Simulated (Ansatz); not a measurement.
# AlH2F (SMILES [H][Al]([H])[F]) at CCSD/STO-3G

What is the vertical ionisation energy of AlH2F at CCSD/STO-3G? 

Program for the calculation: Ansatz 0.2.0.

52 further runs of the same task are left out: 52 set aside as unsound or not needed.

### Step 1. The system as given

AlH2F has 4 atoms, charge 0, and is taken as a singlet. As SMILES, `[H][Al]([H])[F]`. The shape comes from GFN2-xTB, which is rough for such elements, and wasn't checked as a minimum.

Bond lengths: Al1–F4 1.642 Å, Al1–H2 1.528 Å, Al1–H3 1.528 Å. Angles: H2–Al1–F4 119.2°, H3–Al1–F4 119.2°, H2–Al1–H3 121.7°.

### Step 2. A single-point energy at CCSD/STO-3G

File run.yaml:

```yaml
crystal:
  periodic: [false, false, false]
  atoms:
    - {symbol: Al, position_ang: [0.019600, 0.032680, 0.000940]}
    - {symbol: H, position_ang: [1.546910, -0.017870, 0.014080]}
    - {symbol: H, position_ang: [-0.738990, 1.358820, -0.019420]}
    - {symbol: F, position_ang: [-0.827520, -1.373630, 0.004400]}
basis:
  gaussian:
    orbitals: STO-3G
correlation:
  method: ccsd
  frozen_orbitals: {Al: 5, F: 1, H: 0}
accuracy: high
scf:
  omitted_lower_state_checks: [cluster_reference, increment]
```

The run is started by

```sh
$ ansatz run run.yaml --threads 1 --pin off --max-ram 2610MiB --events-out events.jsonl --progress --plain --runs-dir runs
```

The program printed, cut to the lines that bear on the results:

```text
Warning: RAYON_NUM_THREADS=1 ignored (pool sized by the plan → 1); use --threads N
Functional definition: HF
  name "HF"
[...]
267 factors; integrals over basis functions are off by at most 2.8e-8 eV
[...]
mean field -9203.82288161 eV, -338.2342523241 hartree, gradient 3.5e-8 eV, S^2 0.000000; 0 other end points of the search recorded, 0 dependent functions left out
6 core orbitals not correlated: weight in the atoms' cores, before any rotation towards them, 0.999 or more for the frozen orbitals, at most 0.000 for the correlated occupied ones
reference -9203.82288161 eV, -338.2342523241 hartree; 6, 6 occupied and 4, 4 virtual orbitals, 267 factors
second order -1.27945242 eV of doubles, -0.00000000 eV of singles
cycle   1  -1.49322143 eV  change   -2.1e-1 eV  update   7.0e-2
[...]
cycle  19  -1.69715550 eV  change  -5.5e-10 eV  update  7.9e-10
Total energy: -9205.52003712 eV, -338.2966216384 hartree
Checks for a lower state left out: cluster_reference, increment
```

Run time: 0.12 s. Hardware: 1 thread of Arm Neoverse V1, shared host.

### Step 3. The doublet cation

File molecule.yaml:

```yaml
basis:
  gaussian:
    orbitals: STO-3G
crystal:
  periodic: [false, false, false]
  atoms:
    - {symbol: Al, position_ang: [0.019600, 0.032680, 0.000940]}
    - {symbol: H, position_ang: [1.546910, -0.017870, 0.014080]}
    - {symbol: H, position_ang: [-0.738990, 1.358820, -0.019420]}
    - {symbol: F, position_ang: [-0.827520, -1.373630, 0.004400]}
total_charge: 1
magnetization:
  spin_polarized: true
  initial_magnetization: 1
correlation:
  method: ccsd
  frozen_orbitals: {Al: 5, F: 1, H: 0}
accuracy: high
scf:
  omitted_lower_state_checks: [cluster_reference, increment]
```

The run is started by

```sh
$ ansatz run molecule.yaml --threads 1 --pin off --max-ram 2610MiB --events-out events.jsonl --progress --plain --runs-dir runs
```

The program printed, cut to the lines that bear on the results:

```text
Warning: RAYON_NUM_THREADS=1 ignored (pool sized by the plan → 1); use --threads N
Functional definition: HF
  name "HF"
[...]
267 factors; integrals over basis functions are off by at most 2.8e-8 eV
[...]
mean field -9196.55251568 eV, -337.9670713042 hartree, gradient 6.7e-9 eV, S^2 0.754082; 9 other end points of the search recorded, 0 dependent functions left out
6 core orbitals not correlated: weight in the atoms' cores, before any rotation towards them, 0.999 or more for the frozen orbitals, at most 0.001 for the correlated occupied ones
reference -9196.55251568 eV, -337.9670713042 hartree; 6, 5 occupied and 4, 5 virtual orbitals, 267 factors
second order -0.93121169 eV of doubles, -0.00000000 eV of singles
cycle   1  -1.21605957 eV  change   -2.8e-1 eV  update   5.8e-2
[...]
cycle  30  -1.63544503 eV  change  -2.8e-10 eV  update  6.4e-10
Total energy: -9198.18796071 eV, -338.0271728004 hartree
Checks for a lower state left out: cluster_reference, increment
```

Run time: 0.26 s. Hardware: 1 thread of Arm Neoverse V1, shared host.

### Step 4. Results

Level: CCSD/STO-3G, 6 core orbitals frozen.

```
                                                   quantity          value
                                singlet AlH2F: total energy  -338.29662 Eh
 singlet AlH2F: correlation energy (6 core orbitals frozen)      -62.4 mEh
                               singlet AlH2F: T1 diagnostic          0.017
                               doublet cation: total energy  -338.02717 Eh
doublet cation: correlation energy (6 core orbitals frozen)      -60.1 mEh
          doublet cation: ⟨S²⟩ of the reference determinant          0.754
                              doublet cation: T1 diagnostic          0.061
         vertical ionisation energy (to the doublet cation)       7.332 eV
```

Removing an electron at fixed nuclei costs 7.33 eV (707 kJ/mol). In a minimal basis such a difference can be off by several eV, whatever the method. The T1 diagnostic (doublet cation) of 0.061 is above the customary mark for such species, so a single reference may not serve.
